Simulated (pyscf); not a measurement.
Thermochemistry of product channels of O=Si(Cl)–Cl + water (H₂O) on the singlet surface, in kcal/mol, from CCSD(T)/def2-TZVPP + ΔMP2(QZVPP) energies (ideal gas, 1 atm, RRHO with modes under 100 cm⁻¹ raised to 100, one conformer, R ln 2 for chiral ones without a mode under 150 cm⁻¹). Structures and frequencies: ωB97X-D3(BJ)/def2-SVP in PySCF. Correlated levels are frozen-core, on RHF or UHF. ΔMP2 is the change of the MP2 total energy from the triple- to the quadruple-zeta basis.

```csv
products,ΔE,ΔH(298 K),ΔG(600 K),ΔG(1200 K)
HO–Si(OH)(Cl)–Cl,-73.7,-72.4,-52.8,-34.9
O=Si(OH)–Cl + hydrogen chloride (HCl),-6.0,-7.3,-6.8,-6.8
```

These are energies of the channels, which say nothing of barriers. The CCSD(T) − MP2 part came from Ansatz, without density fitting, on the same reference.
